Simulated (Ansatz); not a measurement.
Relaxation of CH6AlF (9 atoms, charge 0, multiplicity 1), to a largest force component of 0.03 eV/Å in at most 50 steps.

Level of theory: RKS B3LYP/def2-mTZVP in Ansatz 0.2.0.

```xyz
9
Properties=species:S:1:pos:R:3:forces:R:3
Al -0.001 -0.216 -0.024 0.02 -0.05 0.22
F 0.029 -0.319 1.653 0.00 -0.29 -0.24
C 1.699 -0.094 -0.970 0.03 0.07 0.00
H 2.119 -1.068 -1.237 -0.04 -0.06 0.04
H 1.604 0.462 -1.907 -0.02 0.02 0.00
H 2.451 0.413 -0.360 0.00 -0.01 -0.01
H -1.436 -0.248 -0.677 0.02 -0.01 0.01
H 0.071 2.354 0.985 0.05 1.27 -0.94
H 0.044 1.798 1.422 -0.05 -0.93 0.92
```

Question: Where does it end, and by what steps?

Answer: The run converged. After 8 steps the energy has fallen by 0.110 eV; H9 moved furthest, 0.52 Å.

| step | energy less start (eV) | largest force component (eV/Å) | accepted |
| --- | --- | --- | --- |
| 0 | 0.0000 | 1.265 | yes |
| 1 | -0.0790 | 0.435 | yes |
| 2 | -0.0965 | 0.487 | yes |
| 3 | -0.1024 | 0.431 | yes |
| 4 | -0.1064 | 0.328 | yes |
| 5 | -0.1073 | 0.203 | yes |
| 6 | -0.1008 | 0.362 | no |
| 7 | -0.1091 | 0.063 | yes |
| 8 | -0.1095 | 0.022 | yes |

```xyz
9
Properties=species:S:1:pos:R:3
Al 0.028 -0.383 -0.053
F 0.077 -0.785 1.563
C 1.717 -0.153 -0.995
H 2.135 -1.121 -1.293
H 1.607 0.438 -1.908
H 2.472 0.329 -0.369
H -1.414 -0.262 -0.681
H -0.029 2.735 1.015
H -0.012 2.284 1.607
```

The run took 17 s on 2 threads of Intel(R) Xeon(R) Platinum 8259CL CPU @ 2.50GHz (Skylake/Cascade Lake), on a shared host, peak memory 0.16 GiB.
